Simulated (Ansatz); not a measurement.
We consider fluorite CdF2, described by LDA (PAW; Ansatz, a first-principles code).

Run with plane-wave cutoff 520 eV, 12×12×12 k mesh, Fermi–Dirac smearing 0.01 eV, scalar-relativistic PAW data made under PBE.

The cell has the measured lattice: a = b = c = 5.3880 Å, α = β = γ = 90.00°.

Problem. Predict the band gap and smallest direct gap on the k points sampled.

Solution. 
band gap: 2.81 eV
smallest direct gap on the k points sampled: 3.29 eV

Measured, for comparison: band gap 7.8 eV (temperature not stated, no zero-point or thermal correction, indirect W–Γ; as tabulated in Cappellini et al. (2013), arXiv:1302.2571).

Note: cell and atoms aren't relaxed at this level (pressure -5.7 GPa).

Spin–orbit coupling is not included.
